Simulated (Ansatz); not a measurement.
Steps of a relaxation of 1,4-dioxane with RKS PBE-D4/def2-SVP.

```sh
$ ansatz run in.yaml --threads 2 --pin off --events-out ev --progress --plain --max-ram 22528MiB --backend cpu
```

```yaml
crystal:
  periodic: [false, false, false]
  atoms:
    - {symbol: C, position_ang: [-0.726400, 0.393500, 1.057600]}
    - {symbol: C, position_ang: [0.738200, 0.264400, 1.114000]}
    - {symbol: O, position_ang: [1.175500, -0.791200, 0.253200]}
    - {symbol: C, position_ang: [0.436100, -0.992900, -0.876400]}
    - {symbol: C, position_ang: [-0.357600, 0.266000, -1.319300]}
    - {symbol: O, position_ang: [-1.223700, 0.796200, -0.275200]}
    - {symbol: H, position_ang: [-1.252300, -0.488800, 1.337400]}
    - {symbol: H, position_ang: [-1.068700, 1.245100, 1.719600]}
    - {symbol: H, position_ang: [1.250300, 1.204000, 0.840300]}
    - {symbol: H, position_ang: [1.062700, 0.043000, 2.160400]}
    - {symbol: H, position_ang: [0.975900, -1.387300, -1.664100]}
    - {symbol: H, position_ang: [-0.342500, -1.773500, -0.588100]}
    - {symbol: H, position_ang: [0.314900, 1.087300, -1.556300]}
    - {symbol: H, position_ang: [-0.995500, 0.105000, -2.174300]}
basis:
  gaussian: {orbitals: def2-SVP}
hamiltonian: {xc: pbe, dispersion: d4}
relax: {f_tol: 0.03, max_steps: 200}
```

Positions (Å) and forces (eV/Å) along the path, 5 of 5 steps:

```xyz
14
step=1 energy=-8354.9909 eV
C    -0.726    0.394    1.058   -1.520    3.085   -1.031
C     0.738    0.264    1.114    0.950   -0.735   -0.086
O     1.175   -0.791    0.253    2.066    0.470    1.485
C     0.436   -0.993   -0.876   -4.408    0.797    1.591
C    -0.358    0.266   -1.319   -0.049    0.185    1.553
O    -1.224    0.796   -0.275    0.947   -1.056    0.573
H    -1.252   -0.489    1.337   -0.580   -1.498    0.672
H    -1.069    1.245    1.720    0.177   -0.605   -0.122
H     1.250    1.204    0.840    0.001    0.430   -0.113
H     1.063    0.043    2.160    0.007   -0.209   -0.243
H     0.976   -1.387   -1.664    1.936   -1.009   -2.170
H    -0.343   -1.774   -0.588    0.082    0.163   -0.701
H     0.315    1.087   -1.556    0.873    0.420   -0.517
H    -0.996    0.105   -2.174   -0.482   -0.437   -0.892
14
step=2 energy=-8355.4142 eV
C    -0.748    0.424    1.075   -0.797    0.956   -0.961
C     0.740    0.277    1.114    0.583   -0.336    0.175
O     1.195   -0.772    0.258    0.642    0.081    0.545
C     0.392   -0.997   -0.860   -1.523    0.256   -0.131
C    -0.348    0.274   -1.309   -0.253   -0.005    0.928
O    -1.214    0.778   -0.264    0.543   -0.364    0.286
H    -1.253   -0.500    1.389   -0.122   -0.462    0.264
H    -1.087    1.247    1.751    0.082   -0.173   -0.101
H     1.232    1.238    0.844   -0.014    0.129   -0.053
H     1.078    0.026    2.146   -0.021   -0.003   -0.077
H     0.990   -1.368   -1.691    0.604   -0.268   -0.439
H    -0.385   -1.792   -0.648    0.209    0.208   -0.084
H     0.380    1.063   -1.591    0.211    0.065   -0.118
H    -0.984    0.071   -2.185   -0.143   -0.083   -0.233
14
step=3 energy=-8355.4433 eV
C    -0.755    0.475    1.058   -0.125   -0.103    0.162
C     0.742    0.242    1.141    0.102    0.185    0.037
O     1.189   -0.788    0.274    0.033    0.027    0.032
C     0.402   -0.978   -0.892   -0.224   -0.231    0.016
C    -0.393    0.252   -1.300    0.179    0.179   -0.150
O    -1.200    0.781   -0.256    0.050   -0.047    0.045
H    -1.273   -0.427    1.462   -0.146   -0.089   -0.075
H    -1.046    1.329    1.704    0.031    0.002    0.067
H     1.258    1.208    0.930    0.156    0.038   -0.136
H     1.035   -0.053    2.171   -0.073    0.027    0.042
H     1.107   -1.276   -1.698   -0.157   -0.003   -0.114
H    -0.330   -1.808   -0.757    0.082   -0.232    0.158
H     0.334    1.008   -1.674   -0.065    0.278   -0.010
H    -1.085    0.005   -2.134    0.157   -0.032   -0.074
14
step=4 energy=-8355.4899 eV
C    -0.761    0.445    1.055   -0.011   -0.004    0.012
C     0.749    0.267    1.121    0.012    0.009    0.007
O     1.204   -0.777    0.264    0.015   -0.004    0.003
C     0.374   -0.992   -0.873    0.009   -0.006   -0.010
C    -0.366    0.272   -1.293   -0.006   -0.001   -0.014
O    -1.206    0.773   -0.257   -0.016    0.006   -0.001
H    -1.257   -0.491    1.416   -0.003    0.007    0.002
H    -1.080    1.268    1.733    0.005   -0.034   -0.022
H     1.244    1.235    0.858    0.003   -0.004    0.006
H     1.060    0.009    2.157   -0.006    0.015   -0.040
H     1.027   -1.345   -1.702   -0.034    0.006    0.028
H    -0.369   -1.802   -0.670   -0.002   -0.002    0.001
H     0.377    1.047   -1.605    0.002    0.001    0.000
H    -1.011    0.062   -2.175    0.033    0.013    0.028
14
step=5 energy=-8355.4905 eV
C    -0.762    0.440    1.053   -0.018   -0.001    0.014
C     0.750    0.270    1.116    0.018    0.008    0.011
O     1.208   -0.775    0.262   -0.013    0.011   -0.003
C     0.371   -0.992   -0.870   -0.009   -0.024   -0.007
C    -0.363    0.274   -1.291    0.008    0.015   -0.021
O    -1.210    0.771   -0.258    0.013   -0.011    0.004
H    -1.252   -0.499    1.412    0.001   -0.005   -0.006
H    -1.086    1.256    1.733    0.011   -0.003   -0.005
H     1.240    1.239    0.850    0.000    0.001   -0.008
H     1.067    0.018    2.151   -0.010    0.000   -0.005
H     1.015   -1.356   -1.699   -0.002    0.010    0.007
H    -0.377   -1.796   -0.659   -0.002   -0.006    0.006
H     0.386    1.048   -1.592    0.002    0.008    0.001
H    -0.999    0.073   -2.179    0.002   -0.003    0.011
```

It took 11 s on 2 threads of an AMD EPYC 7R13 on a shared host, with 0.22 GiB of host memory at the peak.
